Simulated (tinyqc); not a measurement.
Worked calculation: CCD on RHF in the sto-3g basis, frozen core, for H2F+, spin multiplicity 1. Computed by tinyqc, a small Python program that keeps every step (integrals from PySCF). Settings: charge = 1, multiplicity = 1, basis = sto-3g, method = RHF, frozen orbitals = 1, energy threshold = 1e-10, iteration cap = 81, orthogonalisation = canonical, start = core, DIIS depth = 6, amplitude equations = CCD, DIIS depth for amplitudes = 0, cap on updates = 70. Command: `OMP_NUM_THREADS=1 python tinyqc.py 26939 26940 out.jsonl` (the two numbers bound the seeds that draw the settings). One thread of a shared host (Intel(R) Xeon(R) Processor @ 2.60GHz), about 0.1 s of CPU time with the checks. The early iterations of the SCF are left out here.

## One-electron integrals

Geometry (angstrom):
```
atom       x        y       z
F     0.0000   0.0000  0.0000
H     0.0000   0.7860  0.4240
H     0.0000  -0.7860  0.4240
```

Basis sto-3g: exponents (1/bohr^2) and contraction coefficients of normalised primitives:
```
element  l (shell)  exponent  coefficient
F            s (1)  166.6791       0.1543
F            s (1)   30.3608       0.5353
F            s (1)    8.2168       0.4446
F            s (2)    6.4648      -0.1000
F            s (2)    1.5023       0.3995
F            s (2)    0.4886       0.7001
F            p (3)    6.4648       0.1559
F            p (3)    1.5023       0.6077
F            p (3)    0.4886       0.3920
H            s (1)    3.4253       0.1543
H            s (1)    0.6239       0.5353
H            s (1)    0.1689       0.4446
```

Overlap, kinetic and nuclear-attraction integrals over the contracted functions; the nuclear repulsion is the sum of Za Zb / Rab.

nuclear repulsion = 11.002310 hartree

overlap S, lower triangle:
```
         1F 1s   1F 2s  1F 2px   1F 2py  1F 2pz   2H 1s   3H 1s
1F 1s   1.0000
1F 2s   0.2380  1.0000
1F 2px  0.0000  0.0000  1.0000
1F 2py  0.0000  0.0000  0.0000   1.0000
1F 2pz  0.0000  0.0000  0.0000   0.0000  1.0000
2H 1s   0.0524  0.4651  0.0000   0.3145  0.1697  1.0000
3H 1s   0.0524  0.4651  0.0000  -0.3145  0.1697  0.2314  1.0000
```

kinetic energy T (hartree), lower triangle:
```
          1F 1s   1F 2s  1F 2px   1F 2py  1F 2pz   2H 1s   3H 1s
1F 1s   36.9846
1F 2s   -0.2129  1.0380
1F 2px   0.0000  0.0000  3.2480
1F 2py   0.0000  0.0000  0.0000   3.2480
1F 2pz   0.0000  0.0000  0.0000   0.0000  3.2480
2H 1s    0.0022  0.1419  0.0000   0.2588  0.1396  0.7600
3H 1s    0.0022  0.1419  0.0000  -0.2588  0.1396  0.0042  0.7600
```

nuclear attraction V (hartree), lower triangle:
```
           1F 1s     1F 2s    1F 2px    1F 2py    1F 2pz    2H 1s    3H 1s
1F 1s   -78.1947
1F 2s    -9.4588  -12.7152
1F 2px    0.0000    0.0000  -12.5388
1F 2py    0.0000    0.0000    0.0000  -12.7319
1F 2pz   -0.0151   -0.1789    0.0000    0.0000  -12.5950
2H 1s    -2.1456   -4.6330    0.0000   -2.7464   -1.5355  -6.6458
3H 1s    -2.1456   -4.6330    0.0000    2.7464   -1.5355  -1.7526  -6.6458
```

core Hamiltonian H = T + V (hartree), lower triangle:
```
           1F 1s     1F 2s   1F 2px   1F 2py   1F 2pz    2H 1s    3H 1s
1F 1s   -41.2101
1F 2s    -9.6717  -11.6772
1F 2px    0.0000    0.0000  -9.2908
1F 2py    0.0000    0.0000   0.0000  -9.4839
1F 2pz   -0.0151   -0.1789   0.0000   0.0000  -9.3470
2H 1s    -2.1435   -4.4911   0.0000  -2.4877  -1.3959  -5.8857
3H 1s    -2.1435   -4.4911   0.0000   2.4877  -1.3959  -1.7484  -5.8857
```

## Two-electron integrals

Functions are numbered as in S; the eight-fold symmetry (ij|kl) = (ji|kl) = (kl|ij) leaves the list below.

Two-electron integrals (ij|kl) in chemists' order, unique and non-zero (hartree):
```
(11|11) 5.4035      (21|11) 0.8419      (21|21) 0.1563      (22|11) 1.2680
(22|21) 0.2923      (22|22) 0.9262      (31|31) 0.0280      (32|31) 0.0432
(32|32) 0.2046      (33|11) 1.2645      (33|21) 0.2924      (33|22) 0.9260
(33|33) 0.9975      (41|41) 0.0280      (42|41) 0.0432      (42|42) 0.2046
(43|43) 0.0538      (44|11) 1.2645      (44|21) 0.2924      (44|22) 0.9260
(44|33) 0.8900      (44|44) 0.9975      (51|51) 0.0280      (52|51) 0.0432
(52|52) 0.2046      (53|53) 0.0538      (54|54) 0.0538      (55|11) 1.2645
(55|21) 0.2924      (55|22) 0.9260      (55|33) 0.8900      (55|44) 0.8900
(55|55) 0.9975      (61|11) 0.1885      (61|21) 0.0347      (61|22) 0.0643
(61|33) 0.0642      (61|41) 0.0012      (61|42) 0.0023      (61|44) 0.0645
(61|51) 0.0007      (61|52) 0.0012      (61|54) 1.21e-04    (61|55) 0.0643
(61|61) 0.0078      (62|11) 0.4424      (62|21) 0.1032      (62|22) 0.3608
(62|33) 0.3558      (62|41) 0.0061      (62|42) 0.0463      (62|44) 0.3672
(62|51) 0.0033      (62|52) 0.0250      (62|54) 0.0062      (62|55) 0.3591
(62|61) 0.0232      (62|62) 0.1680      (63|31) 0.0112      (63|32) 0.0649
(63|43) 0.0099      (63|53) 0.0053      (63|63) 0.0259      (64|11) 0.2511
(64|21) 0.0594      (64|22) 0.2224      (64|33) 0.2127      (64|41) 0.0143
(64|42) 0.0924      (64|44) 0.2396      (64|51) 0.0017      (64|52) 0.0148
(64|54) 0.0092      (64|55) 0.2147      (64|61) 0.0139      (64|62) 0.1269
(64|64) 0.1211      (65|11) 0.1355      (65|21) 0.0320      (65|22) 0.1200
(65|33) 0.1147      (65|41) 0.0017      (65|42) 0.0148      (65|44) 0.1185
(65|51) 0.0121      (65|52) 0.0729      (65|54) 0.0120      (65|55) 0.1265
(65|61) 0.0075      (65|62) 0.0684      (65|64) 0.0514      (65|65) 0.0536
(66|11) 0.5640      (66|21) 0.1338      (66|22) 0.5362      (66|33) 0.5172
(66|41) 0.0108      (66|42) 0.1120      (66|44) 0.5607      (66|51) 0.0058
(66|52) 0.0604      (66|54) 0.0235      (66|55) 0.5299      (66|61) 0.0303
(66|62) 0.3079      (66|64) 0.2702      (66|65) 0.1458      (66|66) 0.7746
(71|11) 0.1885      (71|21) 0.0347      (71|22) 0.0643      (71|33) 0.0642
(71|41) -0.0012     (71|42) -0.0023     (71|44) 0.0645      (71|51) 0.0007
(71|52) 0.0012      (71|54) -1.21e-04   (71|55) 0.0643      (71|61) 0.0077
(71|62) 0.0225      (71|64) 0.0123      (71|65) 0.0073      (71|66) 0.0290
(71|71) 0.0078      (72|11) 0.4424      (72|21) 0.1032      (72|22) 0.3608
(72|33) 0.3558      (72|41) -0.0061     (72|42) -0.0463     (72|44) 0.3672
(72|51) 0.0033      (72|52) 0.0250      (72|54) -0.0062     (72|55) 0.3591
(72|61) 0.0225      (72|62) 0.1376      (72|64) 0.0711      (72|65) 0.0543
(72|66) 0.2077      (72|71) 0.0232      (72|72) 0.1680      (73|31) 0.0112
(73|32) 0.0649      (73|43) -0.0099     (73|53) 0.0053      (73|63) 0.0205
(73|73) 0.0259      (74|11) -0.2511     (74|21) -0.0594     (74|22) -0.2224
(74|33) -0.2127     (74|41) 0.0143      (74|42) 0.0924      (74|44) -0.2396
(74|51) -0.0017     (74|52) -0.0148     (74|54) 0.0092      (74|55) -0.2147
(74|61) -0.0123     (74|62) -0.0711     (74|64) -0.0165     (74|65) -0.0274
(74|66) -0.0943     (74|71) -0.0139     (74|72) -0.1269     (74|74) 0.1211
(75|11) 0.1355      (75|21) 0.0320      (75|22) 0.1200      (75|33) 0.1147
(75|41) -0.0017     (75|42) -0.0148     (75|44) 0.1185      (75|51) 0.0121
(75|52) 0.0729      (75|54) -0.0120     (75|55) 0.1265      (75|61) 0.0073
(75|62) 0.0543      (75|64) 0.0274      (75|65) 0.0417      (75|66) 0.0909
(75|71) 0.0075      (75|72) 0.0684      (75|74) -0.0514     (75|75) 0.0536
(76|11) 0.1615      (76|21) 0.0380      (76|22) 0.1433      (76|33) 0.1411
(76|44) 0.1442      (76|51) 0.0020      (76|52) 0.0178      (76|55) 0.1447
(76|61) 0.0084      (76|62) 0.0649      (76|64) 0.0425      (76|65) 0.0301
(76|66) 0.1216      (76|71) 0.0084      (76|72) 0.0649      (76|74) -0.0425
(76|75) 0.0301      (76|76) 0.0299      (77|11) 0.5640      (77|21) 0.1338
(77|22) 0.5362      (77|33) 0.5172      (77|41) -0.0108     (77|42) -0.1120
(77|44) 0.5607      (77|51) 0.0058      (77|52) 0.0604      (77|54) -0.0235
(77|55) 0.5299      (77|61) 0.0290      (77|62) 0.2077      (77|64) 0.0943
(77|65) 0.0909      (77|66) 0.3314      (77|71) 0.0303      (77|72) 0.3079
(77|74) -0.2702     (77|75) 0.1458      (77|76) 0.1216      (77|77) 0.7746
```

## Orthogonalisation

S = U s U^T; canonical form X = U s^(-1/2), so that X^T S X = 1. Each column of U has its largest component positive (the first on a tie).

eigenvalues of S: 0.3802  0.4247  0.9109  1.0000  1.0677  1.3439  1.8726

X:
```
              1        2        3       4        5        6       7
1F 1s   -0.3345   0.0000   0.7513  0.0000  -0.6051   0.0000  0.1673
1F 2s    1.1793   0.0000  -0.2054  0.0000  -0.2327   0.0000  0.4475
1F 2px   0.0000   0.0000   0.0000  1.0000   0.0000   0.0000  0.0000
1F 2py   0.0000   0.9386   0.0000  0.0000   0.0000   0.6824  0.0000
1F 2pz   0.3833   0.0000   0.6570  0.0000   0.6916   0.0000  0.1466
2H 1s   -0.7002  -0.8584  -0.1725  0.0000   0.1379   0.3731  0.3770
3H 1s   -0.7002   0.8584  -0.1725  0.0000   0.1379  -0.3731  0.3770
```

## Starting guess

The start is the orbitals of the core Hamiltonian; D = 2 C_occ C_occ^T.

D at the start, lower triangle:
```
          1F 1s    1F 2s  1F 2px   1F 2py   1F 2pz    2H 1s   3H 1s
1F 1s    2.1349
1F 2s   -0.6013   2.6727
1F 2px   0.0000   0.0000  2.0000
1F 2py   0.0000   0.0000  0.0000   2.4038
1F 2pz  -0.0372   0.2278  0.0000   0.0000   2.0905
2H 1s    0.0798  -0.3494  0.0000  -0.4039  -0.1678   0.1227
3H 1s    0.0798  -0.3494  0.0000   0.4039  -0.1678  -0.0130  0.1227
```

## Iteration 8 (converged): orbitals

converged F (hartree), lower triangle:
```
           1F 1s    1F 2s   1F 2px   1F 2py   1F 2pz    2H 1s    3H 1s
1F 1s   -26.6385
1F 2s    -6.7967  -3.6959
1F 2px    0.0000   0.0000  -1.0765
1F 2py    0.0000   0.0000   0.0000  -1.1040
1F 2pz   -0.0238  -0.1351   0.0000   0.0000  -1.0776
2H 1s    -1.5154  -1.4628   0.0000  -0.6246  -0.4002  -1.0172
3H 1s    -1.5154  -1.4628   0.0000   0.6246  -0.4002  -0.4982  -1.0172
```

Diagonalise F' = X^T F X, C = X C', fill 5 alpha and 5 beta electrons from the bottom; D = 2 C_occ C_occ^T. Each column has its largest component positive (the first on a tie).

F' = X^T F X (hartree), lower triangle:
```
         1        2         3        4         5        6        7
1  -0.6773
2   0.0000   0.2755
3   2.3830   0.0000  -12.8760
4   0.0000   0.0000    0.0000  -1.0765
5  -1.8886   0.0000   11.2542   0.0000  -11.8370
6   0.0000  -0.0803    0.0000   0.0000    0.0000  -1.2947
7   0.2292   0.0000   -5.5039   0.0000    5.3546   0.0000  -4.4340
```

orbital energies (hartree): MO1 -26.6485, MO2 -2.1205, MO3 -1.2988, MO4 -1.1058, MO5 -1.0765, MO6 0.0504, MO7 0.2796

coefficients C:
```
            MO1      MO2      MO3      MO4     MO5      MO6      MO7
1F 1s    0.9945  -0.2479   0.0000   0.0653  0.0000  -0.1255   0.0000
1F 2s    0.0246   0.9257   0.0000  -0.3308  0.0000   0.8488   0.0000
1F 2px   0.0000   0.0000   0.0000   0.0000  1.0000   0.0000   0.0000
1F 2py   0.0000   0.0000   0.7294   0.0000  0.0000   0.0000   0.9026
1F 2pz   0.0027   0.1212   0.0000   0.9108  0.0000   0.4840   0.0000
2H 1s   -0.0051   0.0893   0.3289   0.1617  0.0000  -0.8044  -0.8763
3H 1s   -0.0051   0.0893  -0.3289   0.1617  0.0000  -0.8044   0.8763
```

D after iteration 8, lower triangle:
```
          1F 1s    1F 2s  1F 2px   1F 2py  1F 2pz    2H 1s   3H 1s
1F 1s    2.1094
1F 2s   -0.4532   1.9337
1F 2px   0.0000   0.0000  2.0000
1F 2py   0.0000   0.0000  0.0000   1.0640
1F 2pz   0.0643  -0.3779  0.0000   0.0000  1.6885
2H 1s   -0.0334   0.0581  0.0000   0.4797  0.3163   0.2846
3H 1s   -0.0334   0.0581  0.0000  -0.4797  0.3163  -0.1480  0.2846
```

## Convergence

Stop when the energy changes by less than 1e-10 hartree and every element of the error matrix X^T (F D S - S D F) X is below 3e-06.

Course of the cycle:
```
iteration  E (hartree)     change  largest element of the error matrix
1           -97.659124          -                             1.03e+00
2           -98.840356  -1.18e+00                             9.47e-02
3           -98.845273  -4.92e-03                             6.68e-03
4           -98.845326  -5.26e-05                             1.39e-03
5           -98.845329  -3.38e-06                             3.13e-04
6           -98.845329  -6.24e-08                             3.81e-05
7           -98.845329  -5.81e-10                             2.22e-07
8           -98.845329  -9.95e-14                             1.10e-10
```

PySCF RHF in the same basis = -98.845329 hartree

Converged in 8 iterations.

## Populations, bond orders and dipole

Mulliken: Z minus the diagonal of D S on the atom; Loewdin: the same with S^(1/2) D S^(1/2); Mayer order: 2 sum_s sum (D(s) S)_ij (D(s) S)_ji over the two atoms.

Charges (e):
```
atom  Mulliken  Loewdin
1F     -0.0395   0.1739
2H      0.5198   0.4131
3H      0.5198   0.4131
```

Mayer bond orders:
```
pair   order
2-1   0.7061
3-1   0.7061
3-2   0.0237
```

dipole moment about the origin, x y z (debye): 0.0000  0.0000  2.4653

## Integrals over molecular orbitals

(pq|rs) = sum C_ip C_jq C_kr C_ls (ij|kl), one index at a time.

one-electron integrals over orbitals h = C^T H C (hartree), lower triangle:
```
          1        2        3        4        5        6        7
1  -41.1912
2    0.6883  -9.7542
3    0.0000   0.0000  -8.3270
4   -0.1715   0.2572   0.0000  -9.0344
5    0.0000   0.0000   0.0000   0.0000  -9.2908
6    0.3352  -1.4943   0.0000  -1.0472   0.0000  -5.6415
7    0.0000   0.0000  -2.1557   0.0000   0.0000   0.0000  -6.2097
```

Two-electron integrals over orbitals (pq|rs), unique and non-zero (hartree); the lowest 1 orbital is frozen and left out:
```
(22|22) 0.8588    (32|32) 0.1651    (33|22) 0.7702    (33|33) 0.7600
(42|22) 0.0190    (42|33) -0.0018   (42|42) 0.1606    (43|32) 0.0030
(43|43) 0.0459    (44|22) 0.8322    (44|33) 0.7383    (44|42) -0.0894
(44|44) 0.9501    (52|52) 0.1794    (53|53) 0.0393    (54|52) -0.0338
(54|54) 0.0574    (55|22) 0.8775    (55|33) 0.7589    (55|42) -0.0408
(55|44) 0.8609    (55|55) 0.9975    (62|22) 0.1532    (62|33) 0.0949
(62|42) 0.0328    (62|44) 0.1278    (62|55) 0.1649    (62|62) 0.0817
(63|32) -0.0326   (63|43) -0.0143   (63|63) 0.0696    (64|22) 0.1071
(64|33) 0.0630    (64|42) 0.0135    (64|44) 0.1129    (64|55) 0.1065
(64|62) 0.0571    (64|64) 0.0498    (65|52) 0.0608    (65|54) 0.0019
(65|65) 0.0302    (66|22) 0.5872    (66|33) 0.5716    (66|42) 0.0677
(66|44) 0.5436    (66|55) 0.5608    (66|62) 0.0521    (66|64) 0.0285
(66|66) 0.5479    (72|32) 0.0575    (72|43) -0.0236   (72|63) 0.0308
(72|72) 0.0548    (73|22) 0.1945    (73|33) 0.1595    (73|42) -0.0531
(73|44) 0.2114    (73|55) 0.2235    (73|62) 0.0800    (73|64) 0.0606
(73|66) 0.0232    (73|73) 0.1556    (74|32) -0.0555   (74|43) 0.0172
(74|63) 0.0335    (74|72) -0.0123   (74|74) 0.0438    (75|53) 0.0255
(75|75) 0.0206    (76|32) 0.1088    (76|43) 0.0343    (76|63) -0.0834
(76|72) -0.0065   (76|74) -0.0517   (76|76) 0.1596    (77|22) 0.6405
(77|33) 0.6444    (77|42) 0.0051    (77|44) 0.6237    (77|55) 0.6299
(77|62) 0.0549    (77|64) 0.0282    (77|66) 0.5489    (77|73) 0.0840
(77|77) 0.6018
```

## CCD: starting amplitudes

t_ij^ab = <ij||ab> / (e_i + e_j - e_a - e_b), whose energy is MP2.

Starting amplitudes (spin orbitals 1a, 1b, ...; amplitudes related by a flip of all spins are not repeated):
```
from      to        t
3a 3b  7a 7b  -0.0493
3a 3b  6a 6b  -0.0258
3a 4b  6b 7a   0.0222
4a 4b  6a 6b  -0.0215
2a 3b  6a 7b  -0.0213
2a 2b  6a 6b  -0.0188
2a 4b  6a 6b  -0.0172
4a 4b  7a 7b  -0.0158
5a 5b  6a 6b  -0.0134
2a 3a  6a 7a  -0.0131
3a 4b  6a 7b  -0.0122
2a 2b  7a 7b  -0.0114
3a 4a  6a 7a   0.0099
2a 3b  6b 7a   0.0082
5a 5b  7a 7b  -0.0076
2a 4b  7a 7b   0.0033
```

correlation energy = -0.025251 hartree

## CCD: amplitude update 1

t_ij^ab D_ij^ab are set to the remaining terms of the spin-orbital equations, evaluated with the old amplitudes; for the doubles these are <ij||ab> + 1/2 <ab||ef> t_ij^ef + 1/2 <mn||ij> t_mn^ab + P(ij)P(ab) <mb||ej> t_im^ae + terms in t^2, D the orbital-energy denominators.

Amplitudes after update 1 (spin orbitals 1a, 1b, ...; amplitudes related by a flip of all spins are not repeated):
```
from      to        t
3a 3b  7a 7b  -0.0607
3a 3b  6a 6b  -0.0323
3a 4b  6b 7a   0.0273
2a 3b  6a 7b  -0.0262
4a 4b  6a 6b  -0.0254
2a 4b  6a 6b  -0.0219
2a 2b  6a 6b  -0.0201
4a 4b  7a 7b  -0.0183
3a 4b  6a 7b  -0.0170
5a 5b  6a 6b  -0.0146
2a 3a  6a 7a  -0.0141
2a 3b  6b 7a   0.0121
2a 2b  7a 7b  -0.0120
3a 4a  6a 7a   0.0104
5a 5b  7a 7b  -0.0074
2a 4b  7a 7b   0.0029
```

correlation energy = -0.030557 hartree

## CCD: amplitude update 2

As before.

Amplitudes after update 2 (spin orbitals 1a, 1b, ...; amplitudes related by a flip of all spins are not repeated):
```
from      to        t
3a 3b  7a 7b  -0.0638
3a 3b  6a 6b  -0.0342
3a 4b  6b 7a   0.0286
2a 3b  6a 7b  -0.0272
4a 4b  6a 6b  -0.0267
2a 4b  6a 6b  -0.0230
2a 2b  6a 6b  -0.0202
3a 4b  6a 7b  -0.0188
4a 4b  7a 7b  -0.0188
5a 5b  6a 6b  -0.0148
2a 3a  6a 7a  -0.0138
2a 3b  6b 7a   0.0134
2a 2b  7a 7b  -0.0120
3a 4a  6a 7a   0.0098
5a 5b  7a 7b  -0.0070
2a 4b  7a 7b   0.0026
```

correlation energy = -0.031834 hartree

## CCD: convergence

E_corr = 1/4 sum <ij||ab> t_ij^ab; stop when the norm of the change is below 1e-8.

Course of the amplitude iterations:
```
update  correlation energy (hartree)  norm of the change
0                          -0.025251                   -
1                          -0.030557            4.10e-02
2                          -0.031834            1.15e-02
3                          -0.032176            3.67e-03
4                          -0.032275            1.25e-03
5                          -0.032306            4.45e-04
6                          -0.032315            1.65e-04
7                          -0.032319            6.29e-05
8                          -0.032320            2.46e-05
9                          -0.032320            9.84e-06
10                         -0.032321            3.99e-06
11                         -0.032321            1.63e-06
12                         -0.032321            6.71e-07
13                         -0.032321            2.77e-07
14                         -0.032321            1.15e-07
15                         -0.032321            4.77e-08
16                         -0.032321            1.98e-08
17                         -0.032321            8.23e-09
```

Converged amplitudes (spin orbitals 1a, 1b, ...; amplitudes related by a flip of all spins are not repeated):
```
from      to        t
3a 3b  7a 7b  -0.0652
3a 3b  6a 6b  -0.0348
3a 4b  6b 7a   0.0291
2a 3b  6a 7b  -0.0274
4a 4b  6a 6b  -0.0274
2a 4b  6a 6b  -0.0236
2a 2b  6a 6b  -0.0202
3a 4b  6a 7b  -0.0198
4a 4b  7a 7b  -0.0188
5a 5b  6a 6b  -0.0148
2a 3b  6b 7a   0.0140
2a 3a  6a 7a  -0.0134
2a 2b  7a 7b  -0.0119
3a 4a  6a 7a   0.0093
5a 5b  7a 7b  -0.0067
2a 4b  7a 7b   0.0025
```

CCD total energy = -98.877650 hartree

Converged in 17 updates.
